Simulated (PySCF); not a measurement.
**A PySCF run on SiP⁺**

State: ³Σ⁻ (triplet), unpaired electrons π ↑↑.

An equivalent input (the run itself took its basis sets from the Basis Set Exchange, started from a PBE0 density and held the occupation σ 9α 9β, πx 3α 2β, πy 3α 2β):

```python
from pyscf import gto, dft
mol = gto.M(atom='Si 0 0 0; P 0 0 2.24', basis={'Si': 'def2-SVPD', 'P': 'def2-SVPD'},
            charge=1, spin=2, verbose=4, symmetry='C2v')
mf = dft.UKS(mol, xc='PW91,PW91')
mf.grids.atom_grid = (80, 434)
mf.grids.prune = dft.gen_grid.treutler_prune
mf.irrep_nelec = {'A1': (9, 9), 'B1': (3, 2), 'B2': (3, 2)}
mf.conv_tol = 1e-9
mf.max_cycle = 60
mf.diis_space = 10
mf.kernel()
```

The log (some set-up lines and the per-cycle HOMO/LUMO lines removed):

```
******** <class 'pyscf.dft.uks_symm.SymAdaptedUKS'> ********
method = SymAdaptedUKS
damping factor = 0
level_shift factor = 0
DIIS = <class 'pyscf.scf.diis.CDIIS'>
diis_start_cycle = 1
diis_space = 10
diis_damp = 0
SCF conv_tol = 1e-09
SCF conv_tol_grad = None
SCF max_cycles = 60
number electrons alpha = 15  beta = 13
Set gradient conv threshold to 3.16228e-05
init E= -630.208737301692
cycle= 1 E= -630.209625570875  delta_E= -0.000888  |g|= 0.0206  |ddm|= 0.153
cycle= 2 E= -630.207043717441  delta_E= 0.00258  |g|= 0.0528  |ddm|= 0.131
cycle= 3 E= -630.210084506275  delta_E= -0.00304  |g|= 0.00116  |ddm|= 0.0962
cycle= 4 E= -630.21008573048  delta_E= -1.22e-06  |g|= 0.000459  |ddm|= 0.0041
cycle= 5 E= -630.210085918124  delta_E= -1.88e-07  |g|= 0.000116  |ddm|= 0.000942
cycle= 6 E= -630.210085931826  delta_E= -1.37e-08  |g|= 2.29e-05  |ddm|= 0.000238
cycle= 7 E= -630.210085932482  delta_E= -6.55e-10  |g|= 5.35e-06  |ddm|= 5.99e-05
Extra cycle  E= -630.210085932298  delta_E= 1.83e-10  |g|= 1.43e-05  |ddm|= 3.54e-05
converged SCF energy = -630.210085932298  <S^2> = 2.0057296  2S+1 = 3.0038173
```

Repeating this along the bond gives Re = 2.264 Å and ωe = 478 cm⁻¹.

A point of this curve took 0.48 CPU seconds beside 0.052 for the integrals, on Oxide Virtual Turin-like (shared host).

The state was picked by a PBE0 search and need not be the measured ground state.
